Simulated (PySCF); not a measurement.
```xyz
3
charge -1 multiplicity 1, angstrom
Al    0.0000    0.0000    0.0000
O     0.0000    0.0000    1.6302
O     0.0000    0.0000   -1.6302
```

Method: PySCF, PBE0, basis Al def2-TZVPD, O def2-TZVPD (no relativity, density fitting).

This geometry of AlO₂⁻ is a stationary point at this level.

Problem. What is the point group?

Solution. D∞h.

Problem. Is it a minimum?

Solution. Yes: all harmonic wavenumbers are real.

Problem. What are the dipole moment and the gap between the highest occupied and lowest empty levels?

Solution. 0.00 D about the centre of mass and 4.92 eV.

Problem. Give the atomic charges and bond orders.

Solution. 
```
atom  Mulliken  Löwdin  polar tensor  Mayer order to Al1
 Al1      0.28    0.21          0.88                   –
O2,3     -0.64   -0.60         -0.94                1.79
```

Other isomers or separated fragments may lie lower. The lowest empty level of this anion is unbound, so it and the gap depend on the basis.
